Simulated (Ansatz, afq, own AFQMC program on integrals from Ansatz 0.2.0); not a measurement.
AFQMC on a folder of integrals that Ansatz 0.2.0 wrote.

```yaml
crystal:
  periodic: [false, false, false]
  atoms:
    - {symbol: Si, position_ang: [0.000000, 0.023519, 1.089742]}
    - {symbol: Si, position_ang: [0.000000, -0.076896, -1.189690]}
    - {symbol: H, position_ang: [0.000000, 1.216633, 1.985750]}
    - {symbol: H, position_ang: [0.000000, -1.180037, 1.969732]}
    - {symbol: H, position_ang: [0.000000, 1.450716, -1.170505]}
basis:
  gaussian: {orbitals: aug-cc-pVDZ}
magnetization: {spin_polarized: true, initial_magnetization: 1}
correlation: {method: ccsd_t, electrons: outside_noble_gas, hamiltonian_folder: ham}
```

```sh
$ ansatz run in.yaml --threads 1 --pin off --events-out ev --progress --plain --max-ram 16896MiB --backend cuda --devices 0, --max-vram 18GiB
```

Options of the walk:

```
--method phaseless --trial hf --walkers 1200 --populations 20 --least-time 40 --time-step 0.005 --steps-per-block 20 --equilibration-blocks 112 --max-blocks 4000 --target-error 0.001 --factor-cut 1e-05 --start spin_pure --seed 6392 --taylor-order 6
```

Times are imaginary, in 1/Eh. The walk had a cap of 93 s. With eight or more populations the least sampling time is a fifth of least-time, and the error comes from their spread.

```
orbitals 71  electrons 6 5  factors 589 of 809
reference energy -579.51958143 Eh
CCSD correlation -0.22282414 Eh in 12 cycles, weight of the determinant in the CISD state 0.8508
energy of the start -579.519801 Eh
 block  time / (1/Eh)  mean weight  energy / Eh
     1     0.100  1.0007  -579.554335
     2     0.200  1.0013  -579.583103
     3     0.300  1.0012  -579.606010
     4     0.400  1.0010  -579.625674
     5     0.500  1.0007  -579.643788
     7     0.700  1.0007  -579.668391
     9     0.900  1.0005  -579.687062
    12     1.200  1.0000  -579.705080
    34     3.400  1.0003  -579.741029
    56     5.600  0.9992  -579.742209
    78     7.800  0.9999  -579.750023
   100    10.000  1.0001  -579.755252
   122    12.200  1.0001  -579.748559
   144    14.400  1.0008  -579.749643
   166    16.600  0.9995  -579.751539
   188    18.800  1.0004  -579.752116
   210    21.000  0.9998  -579.748054
   221    22.100  0.9998  -579.757768
   232    23.200  1.0000  -579.756152
   254    25.400  1.0000  -579.751401
   276    27.600  1.0004  -579.746218
   298    29.800  1.0002  -579.751693
   320    32.000  1.0000  -579.746586
   342    34.200  1.0000  -579.756184
   364    36.400  0.9997  -579.750827
   386    38.600  1.0005  -579.757048
   408    40.800  1.0001  -579.753169
   430    43.000  1.0001  -579.749425
   441    44.100  0.9997  -579.752644
error from the spread of 20 populations
energy -579.751022 +/- 0.000994 Eh
(rows thinned)
```

Question: Estimate how long the walk took on 1 × NVIDIA H100 80GB HBM3 with 2 threads of AMD EPYC 7R13 Processor (Zen 3), on a shared host (the card was shared).

Answer: 40 s of wall time.

The run passed its tests (sampling time, drift between the halves within three errors, error under three times the target), which doesn't prove that it has relaxed.

Against this walk (error 27.0 meV) on the same determinant: CCSD(T) 20.1 meV higher (within the noise), CCSDT(Q) 36.8 meV lower (within the noise), a separate phaseless walk with a CISD trial and standard settings 13.6 ± 27.5 meV lower (within the noise). The error is statistical and leaves out the bias of the constraint.

Cautions: constraint bias not in the error.

CCSDT and higher add their correlation energy to the determinant of the CCSD(T) run, since their own runs factorise the integrals more tightly (a shift of under 2 meV). A walk keeps the symmetry of its determinant, which the program's search chose and which needn't be the lowest solution, so a lower state of the same spin and another symmetry isn't excluded.
